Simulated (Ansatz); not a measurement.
ClFMg, SMILES `[F][Mg][Cl]`, 3 atoms. Charge 0, multiplicity 1. Correlated methods include outer-core shells of Mg, which these sets cover unevenly. All runs use 4 threads of an Arm Neoverse V1 on a shared host. Correlated methods freeze the cores. Open-shell runs search over several starts.

Q: How many basis functions does each run have, and how long does it take in Ansatz? RHF-CCSD(T)/def2-QZVPP energy; RKS PBE0-D4/def2-SVP energy; RHF-CCSD(T)/def2-TZVPP energy; UKS B3LYP-D4/def2-TZVPP energy of the cation; RKS PBE0-D4/def2-TZVP frequencies; UHF-MP2/def2-QZVPP energy of the cation; UKS ωB97M-V/def2-TZVPP energy of the cation; UKS ωB97X-V/def2-TZVPP energy of the cation; RKS B2PLYP (frozen core)/def2-TZVPP energy; direct RPA on PBE orbitals/def2-TZVPP energy; UKS r2SCAN-D4/def2-TZVPP energy of the cation; RHF-CCSD(T)/def2-SVP energy. (An estimate is asked.)

A: Computed: Other jobs shared the machine, so times are rough.

```csv
level,job,functions,wall time,peak host memory (GiB)
RHF-CCSD(T)/def2-SVP,energy,50,0.35 s,0.1
RKS PBE0-D4/def2-SVP,energy,50,0.35 s,0.09
direct RPA on PBE orbitals/def2-TZVPP,energy,105,0.9 s,0.15
RKS B2PLYP (frozen core)/def2-TZVPP,energy,105,0.95 s,0.15
RHF-CCSD(T)/def2-TZVPP,energy,105,1.5 s,0.33
RKS PBE0-D4/def2-TZVP,frequencies,100,5.5 s,0.16
RHF-CCSD(T)/def2-QZVPP,energy,190,11 s,1.5
UHF-MP2/def2-QZVPP,energy of the cation,190,13 s,0.48
UKS ωB97M-V/def2-TZVPP,energy of the cation,105,14 s,0.43
UKS B3LYP-D4/def2-TZVPP,energy of the cation,105,14 s,0.3
UKS ωB97X-V/def2-TZVPP,energy of the cation,105,25 s,0.4
UKS r2SCAN-D4/def2-TZVPP,energy of the cation,105,65 s,0.25
```

B3LYP here is the variant with VWN-RPA as its local correlation; programs differ in this.
